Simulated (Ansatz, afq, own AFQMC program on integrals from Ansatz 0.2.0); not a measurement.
**Where AFQMC and coupled cluster stand for BNH₄, singlet**

```yaml
atoms:
  - { symbol: B, position_ang: [0.0000, 0.0000, 0.6881] }
  - { symbol: N, position_ang: [0.0000, 0.0000, -0.5542] }
  - { symbol: H, position_ang: [0.0000, 0.9391, 1.2088] }
  - { symbol: H, position_ang: [0.0000, -0.9391, 1.2088] }
  - { symbol: H, position_ang: [0.0000, 0.7547, -1.0487] }
  - { symbol: H, position_ang: [0.0000, -0.7547, -1.0487] }
```

Connectivity, by distances: BH2–NH2.

Basis 6-31G. Noble-gas cores (and the filled d shells of Ga–Kr and In–Xe) are frozen. Integrals, coupled cluster, full CI and functionals: Ansatz 0.2.0; the random walks run on the same integrals in our own AFQMC program. ph-AFQMC/CISD is guided by a CISD state made of CCSD amplitudes; releasing the constraint for a short imaginary time cuts its bias at the price of noise, slowly where states lie close. Error bars are statistical, one sigma.

Determinant: RHF, the one that the program's search chose, which needn't be the lowest solution. The geometry is a point of a scan.

No full CI on the walks' own integrals is used here; CCSDT(Q) serves as the reference and is uncertain by about the last step of the cluster series.

The T1 diagnostic is 0.0129 and the weight of the determinant in the CISD state is 0.930. The size of the correlated space is 12 electrons in 24 orbitals.

| level | correlation energy (eV) |
| --- | --- |
| MP2 | -4.1801 |
| CCSD | -4.7286 |
| CCSD(T) | -4.8075 |

Problem. Estimate where AFQMC with the constraint released lies against CCSD(T) on the same integrals.

Solution. 1.2 ± 0.6 kJ/mol below CCSD(T).

Reference: CCSDT(Q), correlation energy -4.823 eV. The released energy is read at 2.40 1/Eh (meV from the phaseless value at times in 1/Eh: 0 ± 4 at 0.24, -4 ± 3 at 0.51, 1 ± 4 at 0.99, -6 ± 5 at 1.62, 0 ± 6 at 2.40).

```json
{"level": "CCSD(T)", "E − E(reference) (kJ/mol)": "1.5", "share of correlation (%)": "99.67"}
{"level": "CCSDT", "E − E(reference) (kJ/mol)": "0.6", "share of correlation (%)": "99.86"}
{"level": "ph-AFQMC/HF", "E − E(reference) (kJ/mol)": "-2.8 ± 3.3", "share of correlation (%)": "100.60"}
{"level": "ph-AFQMC/CISD", "E − E(reference) (kJ/mol)": "0.3 ± 0.5", "share of correlation (%)": "99.93"}
{"level": "released AFQMC", "E − E(reference) (kJ/mol)": "0.3 ± 0.6", "share of correlation (%)": "99.93"}
```

A walk keeps the symmetry of its determinant, which the program's search chose and which needn't be the lowest solution, so a lower state of the same spin and another symmetry isn't excluded. Released energies are given only where the last usable release times agree within the noise; a slower fall can still hide under it.
